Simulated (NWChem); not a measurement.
# BH (SMILES [BH]): levels of theory compared

Wanted: a comparison of 6 runs (HF/STO-3G, HF/3-21G, B3LYP/6-31G*, PBE/cc-pVDZ, MP2/pcseg-2) of BH. 

Program for the calculation: NWChem 7.3.0.

2 further runs of the same task are left out: 2 set aside as unsound or not needed.

## Step 1: The molecule

BH has 2 atoms, charge 0, and is taken as a singlet. As SMILES, `[BH]`. The bond length is the measured one.

Bond lengths: B1–H2 1.232 Å.

## Step 2: Energy and gradient at HF/STO-3G (run 1)

Input file bh.nw:

```
START bh
TITLE "borane(1)"
memory 2200 mb
charge 0

GEOMETRY units bohr noautosym nocenter noautoz
  B   0.00000000  0.00000000  0.00000000
  H   0.00000000  0.00000000  2.32889848
END

BASIS spherical bse
  B library STO-3G
  H library STO-3G
END

SCF
  singlet
  rhf
  thresh 1e-08
  maxiter 80
END

TASK scf gradient
```

Launch:

```bash
$ nwchem bh.nw > bh.out
```

The program printed:

```text
[...]
  functions       =     6
[...]
  wavefunction    = RHF
[...]
         Total SCF energy =    -24.752780309021
      One-electron energy =    -37.480750319795
      Two-electron energy =     10.581032287666
 Nuclear repulsion energy =      2.146937723108
        Time for solution =      0.0s
[...]
                         RHF ENERGY GRADIENTS
    atom               coordinates                        gradient
                 x          y          z           x          y          z
   1 B       0.000000   0.000000   0.000000    0.000000   0.000000  -0.010841
   2 H       0.000000   0.000000   2.328898   -0.000000  -0.000000   0.010841
[...]
```

Run time: 0.67 s. Hardware: 1 thread of Intel Xeon Platinum 8259CL at 2.50GHz (Skylake/Cascade Lake), shared host; peak memory 0.099 GiB.

## Step 3: Energy and gradient at HF/3-21G (run 2)

Input file calc.nw:

```
start calc
memory stack 880 mb heap 220 mb global 1100 mb

geometry noautosym nocenter noautoz
   B     0.000000    0.000000    0.000000
   H     0.000000    0.000000    1.232400
end

basis spherical bse
   * library 3-21G
end

scf
   thresh 1e-08
   maxiter 80
   print low
end

task scf gradient
```

Launch:

```bash
$ nwchem calc.nw > calc.out
```

The program printed:

```text
[...]
  functions       =    11
[...]
  wavefunction    = RHF
[...]
         Total SCF energy =    -24.976797707222
      One-electron energy =    -36.996285013703
      Two-electron energy =      9.872549425113
 Nuclear repulsion energy =      2.146937881368
        Time for solution =      0.0s
[...]
                         RHF ENERGY GRADIENTS
    atom               coordinates                        gradient
                 x          y          z           x          y          z
   1 B       0.000000   0.000000   0.000000   -0.000000  -0.000000  -0.001477
   2 H       0.000000   0.000000   2.328898    0.000000   0.000000   0.001477
 Task  times  cpu:        0.1s     wall:        0.1s
 Total times  cpu:        0.1s     wall:        0.1s
```

Wall time 0.69 s (1 thread of Intel Xeon Platinum 8259CL at 2.50GHz (Skylake/Cascade Lake), shared host); peak memory 0.099 GiB.

Run 3 isn't shown in full; the table further down has it.

## Step 4: Energy and gradient at B3LYP/6-31G(d) (Cartesian functions) (run 4)

Input file run.py:

```python
from ase import Atoms
from ase.calculators.nwchem import NWChem

atoms = Atoms(['B', 'H'], positions=[
    [0.000000, 0.000000, 0.000000],
    [0.000000, 0.000000, 1.232400],
])

calc = NWChem(
    label='mol',
    theory='dft',
    memory='2200 mb',
    basis='6-31G*',
    dft={'xc': 'b3lyp', 'mult': '1', 'grid': 'xfine', 'convergence': 'energy 1e-08', 'iterations': '100', 'mulliken': None},
)
atoms.calc = calc

forces = atoms.get_forces()
print("Total energy (eV):", round(atoms.get_potential_energy(), 6))
print("forces (eV/A):")
for s, f in zip(atoms.symbols, forces):
    print(f"{s:2s} {f[0]:10.5f} {f[1]:10.5f} {f[2]:10.5f}")
print("dipole (e A):", atoms.get_dipole_moment().round(4))
```

Launch:

```bash
$ export ASE_NWCHEM_COMMAND="nwchem PREFIX.nwi > PREFIX.nwo"
$ python run.py
```

The program printed:

```text
Total energy (eV): -688.11706
forces (eV/A):
B     0.00000   -0.00000   -0.24420
H    -0.00000    0.00000    0.24420
dipole (e A): [-0.     -0.      0.2752]
```

The calculator wrote mol.nwi:

```
title "mol"

permanent_dir mol

scratch_dir mol

start mol

geometry units angstrom nocenter noautosym noautoz
  B  0.0000000000000000e+00 0.0000000000000000e+00 0.0000000000000000e+00
  H  0.0000000000000000e+00 0.0000000000000000e+00 1.2323999999999999e+00
end

memory 2200 mb

basis noprint
   * library 6-31G*
end

dft
  xc b3lyp
  mult 1
  grid xfine
  convergence energy 1e-08
  iterations 100
  mulliken
end

task dft gradient
```

mol.nwo:

```text
Northwest Computational Chemistry Package (NWChem) 7.3.0
             --------------------------------------------------------

           Job information
           ---------------

    nwchem branch   = 7.3.0
    use scalapack   = T
    input           = mol.nwi
    prefix          = mol.
    data base       = mol/mol.db
    status          = startup
    nproc           =        1

           Memory information
           ------------------

[... 5 lines left out ...]
    hardfail = no
[... 71 lines left out ...]
  convergence criterion.
[... 41 lines left out ...]
          Spatial weights used:  Erf1
[... 32 lines left out ...]
 1-e energy   =     -37.088072
[... 36 lines left out ...]
           Coulomb energy =       14.168783793727
[... 191 lines left out ...]
          Convergence on density requested:  1.00D-05
[... 27 lines left out ...]
          total energy or number of iterations.
[... 33 lines left out ...]
                 ----------------------------------------
                 |  Time  |  1-e(secs)   |  2-e(secs)   |
                 ----------------------------------------
                 |  CPU   |       0.00   |       0.03   |
                 ----------------------------------------
                 |  WALL  |       0.00   |       0.03   |
                 ----------------------------------------

 Task  times  cpu:        2.0s     wall:        2.0s
 Total times  cpu:        2.1s     wall:        2.1s
```

Run time: 3.6 s. Hardware: 1 thread of Intel Xeon Platinum 8259CL at 2.50GHz (Skylake/Cascade Lake), shared host; peak memory 0.11 GiB.

Run 5 isn't shown in full; the table further down has it.

## Step 5: Energy and gradient at MP2/pcseg-2 (run 6)

Input file struct.xyz:

```xyz
2
BH gradient
B      0.000000     0.000000     0.000000
H      0.000000     0.000000     1.232400
```

Input file struct.nw:

```
start struct
title "BH gradient"
memory stack 880 mb heap 220 mb global 1100 mb

geometry units angstroms noautosym nocenter noautoz
   load format xyz struct.xyz
end

basis spherical bse
   * library pcseg-2
end

scf
   thresh 1e-08
   maxiter 80
end

mp2
   freeze core 1
   tight
end

task mp2 gradient
```

Launch:

```bash
$ nwchem struct.nw > struct.out
```

The program printed:

```text
[...]
  functions       =    44
[...]
  wavefunction    = RHF
[...]
         Total SCF energy =    -25.128103998394
      One-electron energy =    -37.193995092686
      Two-electron energy =      9.918953212924
 Nuclear repulsion energy =      2.146937881368
        Time for solution =      2.2s
[...]
          Total MP2 energy           -25.199229442667
[...]
                         mp2 ENERGY GRADIENTS
    atom               coordinates                        gradient
                 x          y          z           x          y          z
   1 B       0.000000   0.000000   0.000000    0.000000   0.000000  -0.003647
   2 H       0.000000   0.000000   2.328898   -0.000000  -0.000000   0.003647
[...]
```

Wall time 7.2 s (1 thread of Intel Xeon Platinum 8259CL at 2.50GHz (Skylake/Cascade Lake), shared host); peak memory 0.11 GiB.

## Step 6: The series

| run | level | iteration cap | module | energy (Eh) | dipole moment (D) | HOMO energy (eV) | LUMO energy (eV) | wall time |
| --- | --- | --- | --- | --- | --- | --- | --- | --- |
| 1 | HF/STO-3G | 80 | scf | -24.752780 | 0.96 | -6.71 | 7.35 | 0.67 s |
| 2 | HF/3-21G | 80 | scf | -24.976798 | – | – | – | 0.69 s |
| 3 | B3LYP/6-31G* (spherical functions) | 100 | dft | -25.287309 | 1.32 | -6.07 | -2.03 | 2.4 s |
| 4 | B3LYP/6-31G* (Cartesian functions) | 100 | dft | -25.287836 | 1.32 | -6.07 | -2.03 | 3.6 s |
| 5 | PBE/cc-pVDZ | 100 | dft | -25.232315 | 1.48 | -5.35 | -3.34 | 3.9 s |
| 6 | MP2/pcseg-2 | 80 | mp2 | -25.199229 | 1.59 | -9.45 | 1.10 | 7.2 s |

## Step 7: Summary of results

| quantity | value |
| --- | --- |
| run 6: total energy | -25.19923 Eh |
| run 6: dipole moment (of the density that the program reports) | 1.59 D |
| run 6: HOMO energy (Hartree–Fock orbitals) | -9.45 eV |
| run 6: LUMO energy (Hartree–Fock orbitals) | 1.10 eV |
| run 6: HOMO–LUMO gap (Hartree–Fock orbitals) | 10.55 eV |
| run 6: correlation energy (1 core orbital frozen) | -71.1 mEh |
| run 6: largest force on an atom | 0.188 eV/Å |

**Reading.** Over runs 1, 3, 4, 5, 6 the dipole moment (its size) runs from 0.96 D (HF/STO-3G) to 1.59 D (MP2/pcseg-2). The two ends differ in method and basis. Over runs 1, 3, 4, 5 the HOMO–LUMO gap runs from 2.02 eV (PBE/cc-pVDZ) to 14.05 eV (HF/STO-3G). Totals of different functionals can't be ranked against each other. In run 1 the basis is minimal, so the values are rough. All runs together took 19 s, the longest 7.2 s.
